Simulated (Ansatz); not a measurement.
**CH₃BF radical (SMILES C[B]F): functionals against CCSD(T) at one geometry**

The task here is to estimate one member of a computed series from the others.

The runs use Ansatz 0.2.0, Gaussian basis; single points in def2-TZVPP.

Correlated methods freeze the cores. Orbitals are unrestricted. B3LYP uses VWN-RPA correlation.

### The system as given

SMILES `C[B]F`, 6 atoms, charge 0, spin multiplicity 2.

Atoms are counted from 1 here; the program's logs count them from 0.

Bond lengths: C1–B2 1.517 Å, C1–H4 1.314 Å, C1–H5 1.165 Å, C1–H6 1.164 Å, B2–F3 1.368 Å. Angles: B2–C1–H4 115.3°, B2–C1–H5 100.3°, B2–C1–H6 116.9°, H4–C1–H5 107.1°, H4–C1–H6 105.6°, H5–C1–H6 111.2°, C1–B2–F3 120.3°.

Coordinates:

```csv
atom,x (Å),y (Å),z (Å)
C1,-0.30190,0.26350,-0.23290
B2,0.26270,-1.07450,0.20570
F3,1.53580,-1.15800,0.70040
H4,-1.35980,0.67210,0.43150
H5,0.57900,0.96760,0.05860
H6,-0.57620,0.37500,-1.35860
```

Set-up of the first run:

Input file run/in.yaml:

```yaml
crystal:
  periodic: [false, false, false]
  atoms:
    - {symbol: C, position_ang: [-0.301900, 0.263500, -0.232900]}
    - {symbol: B, position_ang: [0.262700, -1.074500, 0.205700]}
    - {symbol: F, position_ang: [1.535800, -1.158000, 0.700400]}
    - {symbol: H, position_ang: [-1.359800, 0.672100, 0.431500]}
    - {symbol: H, position_ang: [0.579000, 0.967600, 0.058600]}
    - {symbol: H, position_ang: [-0.576200, 0.375000, -1.358600]}
basis:
  gaussian: {orbitals: def2-TZVPP}
magnetization: {spin_polarized: true, initial_magnetization: 1}
correlation: {method: ccsd_t}
scf: {omitted_lower_state_checks: [cluster_reference]}
output: {forces: true}
```

The command line of these runs was not kept.

Among the steps run: CCSD(T)/def2-TZVPP; PBE0-D4/def2-TZVPP; wB97M-V/def2-TZVPP; r2SCAN-D4/def2-TZVPP; PBE-D4/def2-TZVPP; revPBE-D4/def2-TZVPP; B3LYP-D4/def2-TZVPP.

One of the session's tables, all rows but one given; the rest of the session is left out.

```
   method  RMS force component (eV/Å)  angle to CCSD(T) forces (°)  dipole (D)
  CCSD(T)                       1.679                    reference        1.67
  PBE0-D4                       1.646                          4.0        1.77
  wB97M-V                           ?                            ?           ?
r2SCAN-D4                       1.587                          4.1        1.74
   PBE-D4                       1.479                          4.3        1.72
revPBE-D4                       1.464                          5.3        1.68
 B3LYP-D4                       1.597                          3.4        1.73
```

Estimate the missing values for wB97M-V.

As computed: RMS force component (eV/Å): 1.668; angle to CCSD(T) forces (°): 3.3; dipole (D): 1.74. In the column «RMS force component (eV/Å)» it lies between PBE0-D4 (1.646) and CCSD(T) (1.679).

To keep in mind: The reference is not at the basis limit: in triple zeta CCSD(T) underbinds, which counts against methods that bind more; the gaps are no ranking.
